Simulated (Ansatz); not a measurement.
C4H9N can be A, `NC1CCC1`, or B, `CC/C=C/N`.

Gas-phase electronic energies from Ansatz, PBE0-D4/def2-TZVP geometries. CBS: MP2 limit from def2 TZ/QZ plus the TZ coupled-cluster correction, frozen cores. Functionals use def2-TZVPP. B3LYP here is the variant with VWN-RPA as its local correlation; programs differ in this. Each species was taken in one conformer, which may not be the lowest.

**Question.** Which isomer does CCSD(T)/CBS put lower? Give the gap. (Best estimate.)

**Answer.** Ansatz gave: B, by 28.2 kJ/mol.

**Question.** Give E(B) − E(A) in kJ/mol with CCSD(T)/def2-TZVPP, B3LYP-D4, MP2/def2-TZVPP, HF/def2-TZVPP, r2SCAN-D4, B3LYP, PBE0-D4. (An estimate is asked.)

**Answer.** Computed: CCSD(T)/def2-TZVPP -26.4, B3LYP-D4 -45.7, MP2/def2-TZVPP -21.8, HF/def2-TZVPP -43.7, r2SCAN-D4 -36.1, B3LYP -49.8, PBE0-D4 -23.0. None reverses the order clearly.

Largest T1 diagnostic: 0.010.

From PBE to PBE0 (25 % exact exchange), in def2-TZVPP and without D4, E(B) − E(A) moves by +10.3 kJ/mol. The D4 term adds +4.2 kJ/mol with B3LYP and +2.0 kJ/mol with PBE0; it sums over pairs of atoms, weighted by their polarisabilities, and B3LYP, whose exchange is more repulsive, gets the larger term.
